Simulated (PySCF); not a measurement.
# Isomerisation enthalpies of HCN

**The experiment to reproduce.**

Active Thermochemical Tables 1.112 lists, for the gas at 0 K: enthalpy of formation of `C#N` 129.675 ± 0.095 kJ/mol; enthalpy of formation of `[C-]#[NH+]` (hydrogen isocyanide) 191.58 ± 0.57 kJ/mol.

The results are set against them at the end.

Differences of these values give the isomerisation enthalpies. Geometries: PBE0-D3(BJ)/def2-SVP; runs in PySCF, gas phase, with a dispersion term only where the level names one. Total electronic energies (Eh):

```json
{"SMILES": "C#N", "PBE0-D3(BJ)/def2-SVP": "-93.23751"}
{"SMILES": "[C-]#[NH+]", "PBE0-D3(BJ)/def2-SVP": "-93.21615"}
```

Zero-point and thermal terms are left out, so the computed numbers are electronic energies.

## Comparison

Relative to `C#N`, the lowest by measurement, in kJ/mol (measured: enthalpies at 0 K; computed: electronic energies):

| SMILES | measured | PBE0-D3(BJ)/def2-SVP |
| --- | --- | --- |
| C#N | 0.0 | 0.0 |
| [C-]#[NH+] | 61.9 | 56.1 |

Measured values: 129.675 kJ/mol (0 K; Active Thermochemical Tables 1.112) for the first row; the others come from the same table. Unsigned miss: PBE0-D3(BJ)/def2-SVP 5.8 kJ/mol. Where a level misses, the cause wasn't examined.
